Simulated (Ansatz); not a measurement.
# C2H6FNO: the cost of one run

Method: RKS PBE/6-31G*, in Ansatz 0.2.0.

### 1 The system as given

Bond lengths: N1–C2 1.428 Å, C2–F3 1.336 Å, C2–C4 1.566 Å, C4–O5 1.361 Å, N1–H6 1.004 Å, N1–H7 1.015 Å, C2–H8 1.048 Å, C4–H9 1.102 Å, C4–H10 1.107 Å, O5–H11 0.996 Å. Angles (14 of 16 angles, heavy atoms first): N1–C2–F3 104.1°, N1–C2–C4 110.8°, F3–C2–C4 106.7°, C2–C4–O5 114.0°, N1–C2–H8 112.7°, F3–C2–H8 108.0°, C4–C2–H8 113.8°, C2–N1–H6 110.4°, C2–N1–H7 111.0°, C2–C4–H9 105.9°, C2–C4–H10 105.9°, O5–C4–H9 111.5°, O5–C4–H10 110.8°, C4–O5–H11 104.6°.

Structure file:

```xyz
11

N    -0.3158    1.1252    0.9139
C    -0.6207   -0.1653    0.3837
F     0.0094   -1.0111    1.2033
C     0.0206   -0.3488   -1.0331
O     1.3576   -0.0962   -1.0728
H    -0.3692    1.1130    1.9161
H     0.6215    1.4140    0.6510
H    -1.6447   -0.3845    0.4168
H    -0.5376    0.3228   -1.7058
H    -0.1913   -1.3943   -1.3288
H     1.7357   -0.6318   -0.3236
```

### 2 Relaxing end A

input.yaml

```yaml
crystal:
  periodic: [false, false, false]
  atoms:
    - { symbol: "N", position_ang: [-0.3158, 1.1252, 0.9139] }
    - { symbol: C, position_ang: [-0.6207, -0.1653, 0.3837] }
    - { symbol: F, position_ang: [0.0094, -1.0111, 1.2033] }
    - { symbol: C, position_ang: [0.0206, -0.3488, -1.0331] }
    - { symbol: O, position_ang: [1.3576, -0.0962, -1.0728] }
    - { symbol: H, position_ang: [-0.3692, 1.113, 1.9161] }
    - { symbol: H, position_ang: [0.6215, 1.414, 0.651] }
    - { symbol: H, position_ang: [-1.6447, -0.3845, 0.4168] }
    - { symbol: H, position_ang: [-0.5376, 0.3228, -1.7058] }
    - { symbol: H, position_ang: [-0.1913, -1.3943, -1.3288] }
    - { symbol: H, position_ang: [1.7357, -0.6318, -0.3236] }
basis:
  gaussian: { orbitals: "6-31G*" }
hamiltonian:
  xc: pbe
relax:
  f_tol: 0.015
  max_steps: 40
```

Started as:

```bash
> ansatz run input.yaml --threads 1 --pin off --max-ram 2048MiB --backend cpu --events-out ev --progress --plain --runs-dir out
```

**Question.** How long does this run take on 1 thread of Arm Neoverse V1, shared host, and how much memory does it need?

About 34 s, with a peak of 0.16 GiB.
